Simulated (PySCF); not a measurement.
# C3H4: core ionisation energies

Compound: allene, C3H4.
Geometry (PBE0-D3(BJ)/def2-SVP, Å), atoms numbered from 1 in this order:
```
atom  x, y, z in Å
C1     1.3039    0.1621   -0.1224
C2     0.0132   -0.0152   -0.0098
C3    -1.2775   -0.1917    0.1027
H4     1.8976   -0.4250   -0.8309
H5     1.8294    0.9031    0.4891
H6    -1.9830    0.3807   -0.5089
H7    -1.6918   -0.9161    0.8116
```

Computed with PySCF 2.14.0, delta-SCF UKS SCAN, pcX-2 on the ionised atom, pcseg-1 elsewhere, spin-free X2C. Vertical ΔSCF values, vacuum level as zero.

Q: List the computed XPS lines with their assignment.

A: 
```tsv
atom(s)	bonded to	level	binding energy (eV)	above the level's lowest (eV)	count
C1/C3	C (double bond) and 2 H	C 1s	290.68	0.00	2
C2	2 C (double bond)	C 1s	290.85	+0.17	1
```

The 2 C 1s values lie within 0.17 eV of each other; Gaussian lines of 0.5 eV full width would blend them into one maximum.

Q: Which photon energy gives electrons from C 1s of C2 a kinetic energy of 100 eV, and what is their de Broglie wavelength?

A: hν = 290.85 + 100 = 390.85 eV, recoil neglected; λ = 12.264 Å/√(E/eV) = 1.23 Å.

Q: Express the binding energy of C 1s of C2 in atomic units and per mole.

A: 290.85 eV = 10.6885 Eh = 28063 kJ/mol.

Atoms equivalent by their bonding share one computed value, that of the first of them. Spin contamination (⟨S²⟩ against 0.75 for a pure doublet) is marked for C 1s of C2 (0.91), which makes this value less certain. Isolated species at its PBE0-D3(BJ)/def2-SVP geometry, gas phase.
